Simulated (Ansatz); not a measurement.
Body-centred tetragonal In, treated with PBE+SOC (plane waves, PAW; Ansatz, a first-principles code).

Numerical settings: plane-wave cutoff 520 eV, 24×24×24 k mesh, Fermi–Dirac smearing 0.05 eV, PAW data made under PBE.

A third-order Birch–Murnaghan fit to the energies gives V0 = 27.422 Å³/atom, B0 = 35.7 GPa, B′ = 5.2.

```json
[
 {"V (Å³/atom)": "26.324", "P (GPa)": "?"},
 {"V (Å³/atom)": "26.872", "P (GPa)": "0.763"},
 {"V (Å³/atom)": "27.420", "P (GPa)": "0.002"},
 {"V (Å³/atom)": "27.969", "P (GPa)": "?"},
 {"V (Å³/atom)": "28.517", "P (GPa)": "-1.263"}
]
```

Question: Estimate the withheld pressures from this fit; the answers are the runs' own values.

Answer: 
- 26.324, P (GPa): 1.623
- 27.969, P (GPa): -0.669

The formula P = (3/2) B0 (x^(7/3) − x^(5/3)) [1 + (3/4)(B′ − 4)(x^(2/3) − 1)] with x = V0/V meets the computed pressures within 0.01 GPa when these rounded values are put in.

Shape and atoms are relaxed at each volume.

Measured, for comparison: bulk modulus 44.7 GPa (copied from a table, unchecked, extrapolated to 0 K and zero-point effects removed; as tabulated in Lejaeghere et al. (2013), arXiv:1204.2733). Computed (rounded) less measured: bulk modulus not scored (unchecked).

Note: the bulk modulus comes from volumes at which shape and atoms were relaxed.

The computed numbers hold no vibrational or temperature effects.
